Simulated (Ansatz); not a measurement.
# C4H6O: up Jacob's ladder to CCSD(T)

How much do the methods differ for C4H6O? The plan is to run it at one geometry with functionals of several rungs and with coupled cluster. The yardstick is the atomisation energy at the CCSD(T) limit.

Computed with Ansatz 0.2.0, Gaussian basis. Level: functionals in def2-TZVPP, the program's frozen cores in correlated methods.

Plan: LDA (SPW92), PBE-D4, revPBE-D4, BLYP-D4, r2SCAN-D4, B97M-V, PBE0-D4, B3LYP-D4, r2SCANh-D4, r2SCAN0-D4, HSE06-D4, BHLYP-D4, CAM-B3LYP-D4, LC-ωPBE, ωB97X-V, ωB97M-V, B2PLYP, PBE-QIDH; CCSD(T)/def2-SVP; CCSD(T)/def2-TZVPP; MP2/def2-QZVPP; extrapolation to the limit; RPA on PBE.

## Step 1: The relaxed structure

An earlier PBE0-D4 in a triple-zeta def2 set relaxation fixed the geometry.

11 atoms, charge 0, spin multiplicity 1.

Atoms are counted from 1 here; the program's logs count them from 0.

Bond lengths: O1–C2 1.193 Å, C2–C3 1.525 Å, C2–C5 1.525 Å, C3–C4 1.548 Å, C3–H6 1.092 Å, C3–H7 1.092 Å, C4–C5 1.548 Å, C4–H8 1.089 Å, C4–H9 1.089 Å, C5–H10 1.092 Å, C5–H11 1.092 Å. Angles: O1–C2–C3 133.7°, O1–C2–C5 133.7°, C3–C2–C5 92.5°, C2–C3–C4 88.3°, C2–C3–H6 113.5°, C2–C3–H7 113.4°, C4–C3–H6 116.2°, C4–C3–H7 116.2°, H6–C3–H7 108.2°, C3–C4–C5 90.8°, C3–C4–H8 114.2°, C3–C4–H9 114.2°, C5–C4–H8 114.2°, C5–C4–H9 114.2°, H8–C4–H9 108.6°, C2–C5–C4 88.3°, C2–C5–H10 113.4°, C2–C5–H11 113.5° and more.

## Step 2: LDA

This LDA is Slater exchange with PW92 correlation.

in.yaml

```yaml
crystal:
  periodic: [false, false, false]
  atoms:
    - {symbol: O, position_ang: [-1.126543, 1.741585, -1.092946]}
    - {symbol: C, position_ang: [-0.553276, 0.855814, -0.537114]}
    - {symbol: C, position_ang: [0.070097, 0.708395, 0.847136]}
    - {symbol: C, position_ang: [0.474980, -0.735265, 0.461500]}
    - {symbol: C, position_ang: [-0.163597, -0.563228, -0.938293]}
    - {symbol: H, position_ang: [-0.651415, 0.806356, 1.661536]}
    - {symbol: H, position_ang: [0.889829, 1.406743, 1.030933]}
    - {symbol: H, position_ang: [1.550238, -0.907908, 0.443722]}
    - {symbol: H, position_ang: [0.009700, -1.507613, 1.072483]}
    - {symbol: H, position_ang: [0.520723, -0.601667, -1.788974]}
    - {symbol: H, position_ang: [-1.020736, -1.203213, -1.160004]}
basis:
  gaussian: {orbitals: def2-TZVPP}
hamiltonian: {xc: lda}
output: {orbitals: {seedname: orbitals}}
```

Command:

```console
> ansatz run in.yaml --threads 4 --pin off --events-out ev --progress --plain --max-ram 10444MiB
```

The runs that follow: PBE-D4 (GGA); revPBE-D4 (GGA); BLYP-D4 (GGA); r2SCAN-D4 (meta-GGA); B97M-V (meta-GGA); PBE0-D4 (hybrid); B3LYP-D4 (hybrid); r2SCANh-D4 (hybrid); r2SCAN0-D4 (hybrid); HSE06-D4 (hybrid); BHLYP-D4 (hybrid); CAM-B3LYP-D4 (range-separated); LC-ωPBE (range-separated); ωB97X-V (range-separated); ωB97M-V (range-separated); B2PLYP (double hybrid); PBE-QIDH (double hybrid); CCSD(T) in def2-SVP; CCSD(T) in def2-TZVPP; MP2 in def2-QZVPP; RPA on PBE orbitals.

**Question.** What will the summary of the whole plan be? Wanted: atomisation energy, CCSD(T)/CBS; farthest beyond LDA; mean size of error, GGA; mean size of error, meta-GGA; mean size of error, hybrid; mean size of error, range-separated; mean size of error, double hybrid; gap, smallest and largest; T1 diagnostic.

The runs gave:

```
                               quantity                                                     value
        atomisation energy, CCSD(T)/CBS                                             4687.8 kJ/mol
 functionals within 23.4 kJ/mol (0.5 %)  BLYP-D4, B97M-V, B3LYP-D4, r2SCANh-D4, ωB97X-V, PBE-QIDH
                    farthest beyond LDA                                    PBE-D4 (+164.6 kJ/mol)
                mean size of error, GGA                                               73.0 kJ/mol
           mean size of error, meta-GGA                                               26.4 kJ/mol
             mean size of error, hybrid                                               55.7 kJ/mol
    mean size of error, range-separated                                               28.8 kJ/mol
      mean size of error, double hybrid                                               21.9 kJ/mol
              gap, smallest and largest                 3.81 eV (LDA (SPW92)), 11.65 eV (LC-ωPBE)
                          T1 diagnostic                                                    0.0133
triples share of the correlation energy                                                     4.2 %
```

**Reading.** The LDA atomisation energy is off by 747.0 kJ/mol (16 %): it overbinds. PBE-D4 misses by +164.6 kJ/mol. Double hybrids carry the basis error of their MP2 part in triple zeta, and no dispersion term here, so their miss is partly the set-up's. Taken by rung, double hybrid functionals do best (21.9 kJ/mol on average) and GGA ones worst beyond LDA (73.0 kJ/mol). The gap between the best rungs is small, so their order is not settled. The reference freezes the cores and leaves out relativity and excitations past (T), so misses under about 23.4 kJ/mol can't be ranked. Hartree-Fock recovers 73 % of the binding; the rest is correlation. CCSD(T) in def2-SVP is off by -178.3 kJ/mol, worse than the median functional, from the basis alone. Orbital gaps span 3.8 to 11.7 eV; exact exchange widens them.
